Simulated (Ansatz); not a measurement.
Computed with Ansatz on PBE0-D4/def2-TZVP structures; ΔE is electronic, products minus reactants. CBS: MP2 limit from def2 TZ/QZ plus the TZ coupled-cluster correction, frozen cores. This one scheme is used for every species. Functionals use def2-TZVPP. One conformer a species, not always the lowest.

Consider the cleavage of the Al–Al bond: `[OH][AlH][AlH2]` + `[AlH2][SH]` → `[AlH2][S][AlH2]` + `[OH][AlH2]`.

`[OH][AlH][AlH2]`:

Cartesian coordinates in Å:
```
O -1.642 1.060 -0.492
Al -0.530 -0.213 -0.721
Al 1.371 -0.271 1.032
H -2.396 1.203 -1.064
H -0.786 -1.193 -1.958
H 1.239 -1.094 2.391
H 2.744 0.508 0.812
```

`[AlH2][SH]`:

```xyz
5

Al    0.079    0.126    0.634
S     0.640    0.057   -1.473
H     1.149    0.725    1.629
H    -1.343   -0.414    1.064
H    -0.525   -0.493   -1.855
```

`[AlH2][S][AlH2]`:

Z-matrix (Å, degrees):
```
Al
S 1 2.183
H 1 1.580 2 116.2
H 1 1.581 2 120.5 3 180.0
Al 2 2.183 1 101.4 3 180.0
H 5 1.580 2 120.5 1 -0.2
H 5 1.580 2 116.2 1 179.8
```

`[OH][AlH2]`:

Cartesian coordinates in Å:
```
O -1.208 -0.123 -0.079
Al 0.448 0.240 -0.054
H -1.570 -0.949 0.235
H 1.476 -0.824 0.515
H 0.854 1.656 -0.617
```

```csv
species,BHLYP energy (Eh)
`[OH][AlH][AlH2]`,-562.52594
`[AlH2][SH]`,-642.47063
`[AlH2][S][AlH2]`,-885.54018
`[OH][AlH2]`,-319.50287
```

Work out ΔE.

ΔE = (-885.54018) + (-319.50287) − (-562.52594) − (-642.47063) = -0.04648 Eh = -29.2 kcal/mol. CCSD(T)/CBS gives -29.6 kcal/mol.

Largest T1 diagnostic among the species: 0.013.

Leaving LDA and LC-ωPBE aside and taking each functional with its dispersion term where it has one, the values, not all of them listed here, spread over 5.7 kcal/mol, from B97M-V to PBE-D4. LDA lies −1.0 kcal/mol from PBE without D4. From PBE to PBE0 (25 % exact exchange), in def2-TZVPP and without D4, ΔE moves by −1.2 kcal/mol. The D4 term adds −1.1 kcal/mol with B3LYP and −0.5 kcal/mol with PBE0; it sums over pairs of atoms, weighted by their polarisabilities, and B3LYP, whose exchange is more repulsive, gets the larger term.

B3LYP here is the variant with VWN-RPA as its local correlation; programs differ in this.
